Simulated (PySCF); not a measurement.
This PySCF input asks for the spin–spin couplings of `FOF`, F₂O; the geometry comes from PBE0-D3(BJ)/def2-SVP.

```python
import basis_set_exchange as bse
import numpy as np
from pyscf import gto, dft
from pyscf.data import nist
from pyscf.prop import ssc

atoms = """
F    -1.093230    0.257069   -0.000000
O     0.264053    0.500531    0.000000
F     0.829177   -0.757599    0.000000
"""
names = dict.fromkeys(["F", "O"], "pcJ-1")
basis = {el: gto.basis.parse(bse.get_basis(n, elements=[el], fmt="nwchem")) for el, n in names.items()}
mol = gto.M(atom=atoms, basis=basis, charge=0, verbose=0)
mf = dft.RKS(mol, xc="B3LYP")
mf.grids.level = 2
mf.grids.alignment = dft.numint.BLKSIZE   # the property module wants whole blocks of grid points
mf.conv_tol = 1e-9
mf.kernel()

sc = ssc.RKS(mf)
sc.with_fcsd = True   # Fermi contact and spin-dipole together
sc.max_cycle_cphf = 60
g = {"F": 5.257736, "O": -0.757516}   # nuclear g factors of 19F, 17O
sc.nuc_pair = [(i, j) for i in range(mol.natm) for j in range(i + 1, mol.natm)
               if mol.atom_pure_symbol(i) in g and mol.atom_pure_symbol(j) in g]
K = sc.kernel()
unit = nist.HARTREE2J / nist.PLANCK * (0.5 * nist.E_MASS / nist.PROTON_MASS) ** 2
for (i, j), k in zip(sc.nuc_pair, K):
    a, b = mol.atom_pure_symbol(i), mol.atom_pure_symbol(j)
    J = unit * g[a] * g[b] * np.trace(k) / 3
    if abs(J) >= 1:
        print("%s%d %s%d %8.1f Hz" % (a, i, b, j, J))
```

**Question.** What are the results?

**Answer.** 
```
F0 O1   -240.3 Hz
F0 F2   1782.5 Hz
O1 F2   -241.7 Hz
```

These numbers come from an equivalent density-fitted implementation of the same equations, which agrees with the script to about 0.1 Hz, so last digits may differ.

Size and cost of the density-fitted run: 81 basis functions, 1.7 s wall time on 1 thread of an Arm Neoverse V1, shared host; peak memory 0.3 GiB.
